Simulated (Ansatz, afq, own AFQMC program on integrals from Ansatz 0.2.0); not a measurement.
## Al, doublet: AFQMC among the cluster methods

A free Al atom.

Basis cc-pVQZ. Only valence electrons are correlated. Ansatz 0.2.0 and our own AFQMC program on the same integrals; the CISD trial comes from CCSD amplitudes, and released means the phaseless constraint is let go. Free projection: walkers drawn from exp(T), propagated without any constraint. Its projection time is finite, and what remains of the start isn't in its error. ± is one standard error of the sampling.

Determinant: UHF, the one that the program's search chose, which needn't be the lowest solution.

Full CI on the same integrals is exact in this basis and with this determinant's frozen core.

Cautions: the released energies have errors that jump between times, so the bars are unsure, so no released level is given (meV from the phaseless value at times in 1/Eh: -0.3 ± 0.6 at 0.24, -1.1 ± 0.5 at 0.50, 25 ± 25 at 1.00, -7 ± 4 at 1.50), though the last usable value meets full CI within the noise.

The T1 diagnostic is 0.0192 and the weight of the determinant in the CISD state is 0.931. The ⟨S²⟩ of the determinant is 0.770 and the size of the correlated space is 3 electrons in 54 orbitals.

| level | correlation energy (eV) |
| --- | --- |
| MP2 | -1.0317 |
| CCSD | -1.4147 |
| CCSD(T) | -1.4492 |

(1) Estimate where free-projection AFQMC lies against CCSD(T) on the same integrals.

(1) 0.48 ± 0.02 mEh below CCSD(T).

Reference: full CI, correlation energy -1.462 eV.

```csv
level,E − E(reference) (mEh),share of correlation (%)
CCSD(T),0.46,99.14
ph-AFQMC/HF,3.93 ± 0.32,92.68
ph-AFQMC/CISD,0.15 ± 0.03,99.72
free AFQMC,-0.02 ± 0.02,100.03
```

Free projections are given only where their last times agree within the noise and don't stop above the reference; a slow remainder of the start can still hide under it. A walk keeps the symmetry of its determinant, which the program's search chose and which needn't be the lowest solution, so a lower state of the same spin and another symmetry isn't excluded.
